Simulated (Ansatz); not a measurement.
We consider bcc Cs, described by PBE (PAW; Ansatz, a quantum-chemistry and plane-wave program).

Settings: plane-wave cutoff 520 eV, 12×12×12 k mesh, Fermi–Dirac smearing 0.1 eV, perturbation theory, scalar-relativistic PAW data made under PBE.

Computed at the level's own relaxed cell.

Harmonic phonon frequencies (cm⁻¹; i marks an imaginary mode):

```json
[
 {"q point": "H", "frequencies": "?"},
 {"q point": "N", "frequencies": "?"},
 {"q point": "P", "frequencies": "26 26 26"}
]
```

Problem. Complete the blanks.

Solution. 
- H, frequencies: 33 33 33
- N, frequencies: 7 22 35

No imaginary mode appears at these points.
